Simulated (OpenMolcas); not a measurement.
**CH4Si (SMILES C=[SiH2]) at 6 levels**

Wanted: a comparison of 6 runs (HF/STO-3G, M06-2X/STO-3G, UB3LYP/STO-3G, r2SCAN/STO-3G, CISD/STO-3G, CCSD(T)/STO-3G) of CH4Si. 

The results are computed with OpenMolcas 26.06.

3 further runs of the same task are left out: 1 that didn't finish, 2 set aside as unsound or not needed.

## Step 1: Starting point

CH4Si has 6 atoms, charge 0, and is taken as a singlet. SMILES: `C=[SiH2]`. The Si2–H6 distance was set to 3.646 Å, away from the relaxed value. At this shape a bond of the SMILES string is far longer than usual.

Bond lengths: C1–Si2 1.748 Å, C1–H3 1.077 Å, C1–H4 1.077 Å, Si2–H5 1.458 Å. Angles: C1–Si2–H5 124.5°, Si2–C1–H3 122.4°, Si2–C1–H4 122.5°, H3–C1–H4 115.0°.

## Step 2: The energy at HF/STO-3G (run 1)

mol.input

```
>>> EXPORT MOLCAS_PRINT=2
&GATEWAY
BASLIB
$CurrDir
COORD
6
angstrom
C       -2.140614      -1.495836       1.120264
Si      -0.790654      -0.496916       1.603624
H       -2.810434      -1.945286       1.833494
H       -2.364844      -1.706836       0.088624
H       -0.448944      -0.182706       2.986114
H        1.545870       1.084200      -0.705300
BASIS
STO-3G
GROUP
NoSym
&SEWARD
&SCF
THRESHOLDS
1e-10 1e-07 1e-07 1e-05
PRORBITALS
1 1
```

The basis set STO-3G is read from a file made from the Basis Set Exchange's data (not shown).

On the command line:

```sh
export MOLCAS_MEM=1860
pymolcas mol.input > mol.log
```

Standard output:

```text
--- Start Module: gateway ---
[...]
--- Stop Module: gateway /rc=_RC_ALL_IS_WELL_ ---
--- Start Module: seward ---
[...]
      Basis functions           18
--- Stop Module: seward /rc=_RC_ALL_IS_WELL_ ---
--- Start Module: scf ---
[...]
       Convergence after  15 Iterations
[...]
::    Total SCF energy                               -324.8460963951
[...]
      Total spin, S                                     0.0000000000
[...]
      Total electronic charge=   24.000000
      Total            charge=   -0.000000
[...]
      Dipole Moment (debye):
      Origin of the operator (angstrom)=   -1.1797   -0.7868    1.4212
                   X= -1.1521E-01               Y= -1.7929E-02               Z=  1.3826E+00           Total=  1.3875E+00
      Quadrupole Moment (debye*angstrom):
[...]
--- Stop Module: scf /rc=_RC_ALL_IS_WELL_ ---
[...]
```

Wall time 1.5 s (1 thread of Arm Neoverse V2, shared host); peak memory 0.37 GiB.

## Step 3: The energy at M06-2X/STO-3G (run 2)

mol.input

```
* CH4Si Kohn-Sham DFT
>>> EXPORT MOLCAS_PRINT=2

&GATEWAY
 BasLib
 $CurrDir
 Coord
 6
 angstrom
 C       -2.140614      -1.495836       1.120264
 Si      -0.790654      -0.496916       1.603624
 H       -2.810434      -1.945286       1.833494
 H       -2.364844      -1.706836       0.088624
 H       -0.448944      -0.182706       2.986114
 H        1.545870       1.084200      -0.705300
 Basis
 STO-3G
 Group
 NoSym

&SEWARD
 GridInput
 Grid=UltraFine
 End of Grid

&SCF
 KSDFT
 M062X
 Thresholds
 1e-10 1e-07 1e-07 1e-05
 PrOrbitals
 1 1
```

The basis set STO-3G is read from a file made from the Basis Set Exchange's data (not shown).

On the command line:

```sh
export MOLCAS_MEM=1860
pymolcas mol.input > mol.log
```

Standard output:

```text
--- Start Module: gateway ---
[...]
--- Stop Module: gateway /rc=_RC_ALL_IS_WELL_ ---
--- Start Module: seward ---
[...]
      Basis functions           18
--- Stop Module: seward /rc=_RC_ALL_IS_WELL_ ---
--- Start Module: scf ---
[...]
       Convergence after  36 Iterations
[...]
::    Total KS-DFT energy                            -325.7721486408
[...]
      Total spin, S                                     0.0000000000
[...]
      Total electronic charge=   24.000000
      Total            charge=   -0.000000
[...]
      Dipole Moment (debye):
      Origin of the operator (angstrom)=   -1.1797   -0.7868    1.4212
                   X=  4.2023E-02               Y=  7.6684E-02               Z=  9.7837E-01           Total=  9.8227E-01
      Quadrupole Moment (debye*angstrom):
[...]
--- Stop Module: scf /rc=_RC_ALL_IS_WELL_ ---
[...]
```

Wall time 12 s (1 thread of Arm Neoverse V2, shared host); peak memory 0.37 GiB.

Runs 3 to 4 aren't shown in full; the table further down has their settings and results.

## Step 4: A single-point energy at CISD/STO-3G (run 5)

mol.input

```
&GATEWAY
 BasLib=$CurrDir
 Coord
 6
 angstrom
 C       -2.140614      -1.495836       1.120264
 Si      -0.790654      -0.496916       1.603624
 H       -2.810434      -1.945286       1.833494
 H       -2.364844      -1.706836       0.088624
 H       -0.448944      -0.182706       2.986114
 H        1.545870       1.084200      -0.705300
 Basis=STO-3G
 Group=NoSym

&SEWARD

&SCF
 Thresholds=1e-10 1e-07 1e-07 1e-05
 PrOrbitals=1 1

&MOTRA
 Frozen=6

&GUGA
 Electrons=12
 Spin=1
 Inactive=6
 Active=0
 CIAll=1

&CPF
 SDCI
```

The basis set STO-3G is read from a file made from the Basis Set Exchange's data (not shown).

On the command line:

```sh
export MOLCAS_MEM=1860
pymolcas mol.input > mol.log
```

Standard output:

```text
--- Start Module: gateway ---
[...]
--- Stop Module: gateway /rc=_RC_ALL_IS_WELL_ ---
[...]
      Basis functions           18
[...]
       Convergence after  15 Iterations
[...]
::    Total SCF energy                               -324.8460963951
[...]
      Total spin, S                                     0.0000000000
[...]
      *** WARNING: Default frozen orbitals is overwritten by user input.
      *** Default values:   3
[...]
--- Start Module: guga ---
[...]
--- Stop Module: guga /rc=_RC_ALL_IS_WELL_ ---
--- Start Module: cpf ---
[...]
      Active orbitals                            0       0
[...]
      Spin quantum number                      0.0
[...]
     FINAL CI ENERGY          -325.12633072
     FINAL CORRELATION ENERGY   -0.28023432  REFERENCE ENERGY    -324.84609640
[...]
     REL. CI ENERGY           -325.12633072
[...]
      Total electronic charge=   24.000000
      Total            charge=    0.000000
[...]
      Dipole Moment (debye):
      Origin of the operator (angstrom)=   -1.1797   -0.7868    1.4212
                   X=  8.3622E-01               Y=  6.1097E-01               Z=  1.3826E-01           Total=  1.0448E+00
      Quadrupole Moment (debye*angstrom):
[...]
--- Stop Module: cpf /rc=_RC_ALL_IS_WELL_ ---
[...]
```

Run time: 1.6 s. Hardware: 1 thread of Arm Neoverse V2, shared host; peak memory 0.37 GiB.

## Step 5: The energy at CCSD(T)/STO-3G (run 6)

mol.inp

```
* CH4Si CCSD(T)

&gateway
  baslib=$CurrDir
  coord
  6
  angstrom
  C       -2.140614      -1.495836       1.120264
  Si      -0.790654      -0.496916       1.603624
  H       -2.810434      -1.945286       1.833494
  H       -2.364844      -1.706836       0.088624
  H       -0.448944      -0.182706       2.986114
  H        1.545870       1.084200      -0.705300
  basis=STO-3G
  group=NoSym

&seward

&scf
  thresholds=1e-10 1e-07 1e-07 1e-05
  prorbitals=1 1

&rasscf
  fileorb=$Project.ScfOrb
  spin=1
  nactel=0 0 0
  inactive=12
  ras2=0
  outorbitals=Canonical
  orblisting=Nothing

&motra
  jobiph
  frozen=6

&ccsdt
  cct
  triples=2
  iterations=80
  accuracy=1e-08
  extrapolation=5 4
```

The basis set STO-3G is read from a file made from the Basis Set Exchange's data (not shown).

On the command line:

```sh
export MOLCAS_MEM=1860
pymolcas mol.inp > mol.log
```

Standard output:

```text
--- Start Module: gateway ---
[...]
--- Stop Module: gateway /rc=_RC_ALL_IS_WELL_ ---
[...]
      Basis functions           18
[...]
       Convergence after  15 Iterations
[...]
::    Total SCF energy                               -324.8460963951
[...]
      Total spin, S                                     0.0000000000
[...]
      Number of active orbitals                  0
[...]
      Spin quantum number                      0.0
[...]
      Active orbitals                            0
[...]
      Number of CSFs                             1
[...]
      Number of root(s) required                 1
[...]
      Convergence after  4 iterations
[...]
      Natural orbitals and occupation numbers for root  1
      ************************************************************************************************************************
      *                                                    Final results                                                     *
      ************************************************************************************************************************
[...]
::    RASSCF root number  1 Total energy:   -324.84609640
[...]
      Total electronic charge=   24.000000
      Total            charge=   -0.000000
[...]
      Dipole Moment (debye):
      Origin of the operator (angstrom)=   -1.1797   -0.7868    1.4212
                   X= -1.1521E-01               Y= -1.7929E-02               Z=  1.3826E+00           Total=  1.3875E+00
      Quadrupole Moment (debye*angstrom):
[...]
--- Start Module: motra ---
[...]
      *** WARNING: Default frozen orbitals is overwritten by user input.
      *** Default values:   3
[...]
--- Stop Module: motra /rc=_RC_ALL_IS_WELL_ ---
--- Start Module: ccsdt ---
[...]
      Convergence after                    29  Iterations
      Total energy (diff) :    -325.19349063       0.00000000
[...]
 METHOD                       : CCSD+T(CCSD)+<T3(1)WT1> = CCSD(T)
[...]
       CCSD     =      -325.1934906303894
[...]
--- Stop Module: ccsdt /rc=_RC_ALL_IS_WELL_ ---
[...]
```

Wall time 2.6 s (1 thread of Arm Neoverse V2, shared host); peak memory 0.37 GiB.

## Step 6: Overview of the runs

```csv
run,level,integration grid,scramble,energy (Eh),dipole moment (D) of the reference,HOMO energy (eV),LUMO energy (eV),wall time
1,HF/STO-3G,–,–,-324.846096,1.39,-3.87,1.11,1.5 s
2,M06-2X/STO-3G,UltraFine,–,-325.772149,0.98,-3.68,-0.78,12 s
3,UB3LYP/STO-3G,UltraFine,0.25,-325.886684,1.26,-2.93,0.18,27 s
4,r2SCAN/STO-3G,UltraFine,–,-325.767466,1.09,-2.61,-2.06,17 s
5,CISD/STO-3G,–,–,-325.126331,1.39,-3.87,1.11,1.6 s
6,CCSD(T)/STO-3G,–,–,-325.210852,1.39,-3.87,1.11,2.6 s
```

## Step 7: Summary of results

```
                                          quantity          value
                               run 6: total energy  -325.21085 Eh
         run 6: dipole moment (mean-field density)         1.39 D
        run 6: HOMO energy (Hartree–Fock orbitals)       -3.87 eV
        run 6: LUMO energy (Hartree–Fock orbitals)        1.11 eV
      run 6: HOMO–LUMO gap (Hartree–Fock orbitals)        4.99 eV
run 6: correlation energy (6 core orbitals frozen)     -364.8 mEh
                             run 6: (T) correction     -17.36 mEh
```

What this shows: Below the HF energy at the same shape and in the same basis (STO-3G): CISD -280.2 mEh; CCSD(T) -364.8 mEh. Over runs 1, 2, 3, 4 the dipole moment (its size) runs from 0.98 D (M06-2X/STO-3G) to 1.39 D (HF/STO-3G). Over runs 1, 2, 3, 4 the HOMO–LUMO gap runs from 0.55 eV (r2SCAN/STO-3G) to 4.99 eV (HF/STO-3G). Exact exchange widens orbital gaps. Totals of different functionals can't be ranked against each other. In runs 1, 2, 3, 4, 5, 6 the basis is minimal, so the values are rough. In runs 1, 2, 4, 5, 6 a closed-shell determinant meets a far-stretched bond, which it describes badly. Spin contamination of the reference: run 3 ⟨S²⟩ = 1.04. Where it is this large, the reference is a mixture of spin states, and values that rest on it are in doubt. All runs together took 62 s, the longest 27 s.
